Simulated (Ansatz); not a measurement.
Results of PBEsol in Ansatz (PAW) for Rb2TeI6 (P4/mnc, No. 128; cell taken from a computed entry).

Run with plane-wave cutoff 520 eV, 4×4×4 k mesh, Fermi–Dirac smearing 0.01 eV, scalar-relativistic PAW data made under PBE.

Cell (relaxed with PBEsol):

```cif
data_I12Rb4Te2
_chemical_formula_sum 'Rb4 Te2 I12'
_space_group_name_H-M_alt 'P 1'
_space_group_IT_number 1
_cell_length_a 7.87742
_cell_length_b 7.87742
_cell_length_c 12.13885
_cell_angle_alpha 90.000
_cell_angle_beta 90.000
_cell_angle_gamma 90.000
loop_
_space_group_symop_operation_xyz
  'x, y, z'
loop_
_atom_site_label
_atom_site_type_symbol
_atom_site_fract_x
_atom_site_fract_y
_atom_site_fract_z
_atom_site_occupancy
Rb1 Rb 0.00000 0.50000 0.25000 1
Rb2 Rb 0.00000 0.50000 0.75000 1
Rb3 Rb 0.50000 0.00000 0.25000 1
Rb4 Rb 0.50000 0.00000 0.75000 1
Te1 Te 0.00000 0.00000 0.00000 1
Te2 Te 0.50000 0.50000 0.50000 1
I1 I 0.00000 0.00000 0.24247 1
I2 I 0.00000 0.00000 0.75753 1
I3 I 0.50000 0.50000 0.25753 1
I4 I 0.50000 0.50000 0.74247 1
I5 I 0.20656 0.31079 0.00000 1
I6 I 0.79344 0.68921 0.00000 1
I7 I 0.68921 0.20656 0.00000 1
I8 I 0.31079 0.79344 0.00000 1
I9 I 0.70656 0.18921 0.50000 1
I10 I 0.29344 0.81079 0.50000 1
I11 I 0.18921 0.29344 0.50000 1
I12 I 0.81079 0.70656 0.50000 1
```

Give the computed band gap, smallest direct gap on the k points sampled and Γ–Γ gap.


band gap: 1.44 eV
smallest direct gap on the k points sampled: 1.66 eV
Γ–Γ gap: 1.89 eV

Measured, for comparison: band gap 1.4 eV (temperature not stated, the source names no phase, no zero-point or thermal correction; as tabulated in Ali et al. (2021), doi:10.1002/er.6378).

Note: this cell isn't known to be the ambient phase, and symmetry holds it in the calculation.

Spin–orbit coupling is not included; with these elements it can move the gap by several tenths of an eV or more.

The computed numbers hold no vibrational or temperature effects.

Ansatz is a first-principles code.
